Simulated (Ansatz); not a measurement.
α-quartz (SiO2) was calculated with PBE in Ansatz (plane waves, PAW).

Total energies, extrapolated to zero smearing (they compare only within this program, potentials and cutoff; free atoms with spin allowed, lowest state found):

```csv
system,energy (eV/atom)
"α-quartz (SiO2), relaxed",-591.3615
free Si atom,-631.2520
free O atom,-561.8508
```

Work out the cohesive energy per atom.

E_coh = [1 × (-631.2520) + 2 × (-561.8508)]/3 − (-591.3615) = 6.38 eV/atom. The reference value is 6.45 ± 0.03 eV/atom (worked out here from tabulated enthalpies at 298 K, copied from a table, unchecked, brought to a static lattice with a Debye model, atoms in their spin–orbit ground levels; inputs from the CRC Handbook), a difference of -0.07 eV/atom.

The PAW data were made under PBE.

Ansatz is a quantum-chemistry and plane-wave program.
